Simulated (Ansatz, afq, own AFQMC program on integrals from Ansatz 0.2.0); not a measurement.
SiH4, singlet: a scan with AFQMC

```xyz
5

Si    0.0000    0.0000    0.0000
H     0.8558    0.8587    0.8568
H    -0.8596   -0.8544    0.8574
H    -0.8547    0.8555   -0.8611
H     0.8584   -0.8599   -0.8531
```

All coordinates are scaled about the centre. Energies in mEh count from this geometry (1.000) at the same level; the start stands on RHF, each point on the determinant named.

Basis 6-31G. Noble-gas cores (and the filled d shells of Ga–Kr and In–Xe) are frozen. Ansatz 0.2.0 and our own AFQMC program on the same integrals; the CISD trial comes from CCSD amplitudes, and released means the phaseless constraint is let go. Error bars are statistical, one sigma.

Cautions, each for one point or more: (T) is large; CCSDT(Q) on the RHF determinant differs, perhaps since the unrestricted series falls towards higher spin; an unrestricted solution with more broken spin lies lower; cluster runs in doubt by the program's own checks; restricted determinant unstable towards unrestricted; strong correlation; the next higher spin lies close; unrestricted determinant spin contaminated; walk and cluster series may follow different spin states.

```tsv
scale of all distances	det.	T1	weight	⟨S²⟩	PBE0	B2PLYP	CCSD(T)
0.883	RHF	0.008	0.95	pure	62.6	61.3	68.3
1.104	RHF	0.009	0.92	pure	19.7	20.5	14.2
1.291	RHF	0.012	0.87	pure	127.3	128.2	109.1
1.477	RHF	0.017	0.79	pure	253.9	256.2§	217.5
1.775	UHF‡	0.154	0.42	2.40	400.0§	393.2§	340.9
2.388	UHF	0.026	0.84	2.94	461.7§	447.2§	409.0
```

Problem. Estimate the curve of full CI, counted from the same start.

Solution. 
| scale of all distances | det. | T1 | weight | ⟨S²⟩ | FCI | ph-AFQMC/CISD | released AFQMC | CCSDT(Q) |
| --- | --- | --- | --- | --- | --- | --- | --- | --- |
| 0.883 | RHF | 0.008 | 0.95 | pure | 68.4 | 68.4 ± 0.04 | 68.4 ± 0.02 | 68.4 |
| 1.104 | RHF | 0.009 | 0.92 | pure | 14.0 | 14.1 ± 0.05 | 14.0 ± 0.02 | 14.0 |
| 1.291 | RHF | 0.012 | 0.87 | pure | 108.2 | 108.4 ± 0.1 | 108.2 ± 0.06 | 108.2 |
| 1.477 | RHF | 0.017 | 0.79 | pure | 214.4 | 216.9 ± 0.3 | – | 214.6 |
| 1.775 | UHF‡ | 0.154 | 0.42 | 2.40 | 331.7 | 339.3 ± 0.3 | – | – |
| 2.388 | UHF | 0.026 | 0.84 | 2.94 | 405.8 | 407.9 ± 0.08 | – | 408.2 |

Weight is that of the determinant in the CISD state; at the start T1 is 0.008 and the weight 0.94. A double dagger marks points where the walks on two determinants ended up to 10.8 mEh apart; the lower is shown. Symmetry can't show for every point that it stays on the start's state. A dash marks a missing value, a released energy that hasn't settled or a functional that sits on another state. § marks a functional whose ⟨S²⟩ is too high by over 0.1. Largest departures from full CI: CCSD(T) 9.2 mEh at 1.775 (on UHF), ph-AFQMC/CISD 7.6 mEh at 1.775 (on UHF), released AFQMC 0.1 mEh at 1.291 (on RHF) (within the noise), CCSDT(Q) 2.4 mEh at 2.388 (on UHF), PBE0 39.5 mEh at 1.477, B2PLYP 20.0 mEh at 1.291. Functionals count only at points shown to share the start's state and spin. In this small basis the wave-function levels are far from their limit, so their gap to the functionals isn't the functionals' error.

CCSDT and higher add their correlation energy to the determinant of the CCSD(T) run, since their own runs factorise the integrals more tightly (a shift of under 2 meV). A walk keeps the symmetry of its determinant, which the program's search chose and which needn't be the lowest solution, so a lower state of the same spin and another symmetry isn't excluded. Released energies are given only where the last usable release times agree within the noise; a slower fall can still hide under it.
